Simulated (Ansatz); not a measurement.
Cost and result for the atomization energy of C$_{5}$H$_{5}$F, SMILES `C=CC#CCF` (11 atoms, 10 bonds).

```xyz
11

C    -0.428    0.576    2.454
C    -0.735   -0.276    1.477
C    -0.218   -0.209    0.161
C     0.201   -0.186   -0.969
C     0.721   -0.129   -2.319
F     0.239   -1.166   -3.094
H     0.259    1.399    2.294
H    -0.862    0.466    3.440
H    -1.427   -1.092    1.669
H     0.434    0.812   -2.801
H     1.814   -0.196   -2.312
```

Total charge 0; spin multiplicity 1. All single points use the PBE0-D4/def2-TZVP geometry. Program: Ansatz. All runs use 4 threads of an Arm Neoverse V1 on a shared host. Times are those of one run each, without the atoms' runs, and a repeat can differ threefold. Electronic energies, without spin–orbit coupling; frozen cores. CCSD(T)/CBS adds CCSD(T) − MP2 in def2-TZVPP to the MP2 limit, and its time is that of the two runs behind it. T1 = 0.012; the RHF reference is unstable towards UHF. B3LYP takes the VWN-RPA correlation (the form of Gaussian; ORCA's B3LYP/G).

CCSD(T)/CBS is a level of theory with its own doubt, some kJ/mol a heavy atom from the limit and from the frozen cores, so smaller differences don't rank the functionals.

| level | functions | wall time | atomization (kcal/mol) | difference from CCSD(T)/CBS | per bond |
| --- | --- | --- | --- | --- | --- |
| PBE-D4/def2-TZVPP (with forces) | 256 | 2.3 s | 1199.2 | 46.7 | 4.7 |
| PBE0-D4/def2-TZVPP | 256 | 2.4 s | 1169.5 | 17.0 | 1.7 |
| B3LYP-D4/def2-TZVPP (with forces) | 256 | 3.7 s | 1157.9 | 5.4 | 0.5 |
| r2SCAN-D4/def2-TZVPP (with forces) | 256 | 3.9 s | 1161.3 | 8.8 | 0.9 |
| B2PLYP/def2-TZVPP | 256 | 5.5 s | 1148.9 | -3.6 | -0.4 |
| ωB97X-V/def2-TZVPP | 256 | 6.5 s | 1152.7 | 0.2 | 0.0 |
| ωB97M-V/def2-TZVPP (with forces) | 256 | 10 s | 1157.4 | 4.9 | 0.5 |
| MP2/def2-QZVPP | 492 | 22 s | 1172.8 | 20.3 | 2.0 |
| CCSD(T)/def2-TZVPP | 256 | 2.8 min | 1124.5 | -28.0 | -2.8 |
| CCSD(T)/CBS(def2) | – | 3.2 min | 1152.5 | 0.0 | 0.0 |

The D4 term adds +6.8 kcal/mol with B3LYP and +3.6 kcal/mol with PBE0; it sums over pairs of atoms, weighted by their polarisabilities, and B3LYP, whose exchange is more repulsive, gets the larger term. From PBE to PBE0 (25 % exact exchange), in def2-TZVPP and without D4, the atomization energy moves by −29.0 kcal/mol: exact exchange takes away binding that semilocal exchange gives to molecules. In def2-TZVPP, CCSD(T) changes the Hartree–Fock value by +282.9 kcal/mol (the triples alone add +21.4 kcal/mol) and MP2 by +314.7 kcal/mol; breaking electron pairs costs correlation energy, which Hartree–Fock lacks.
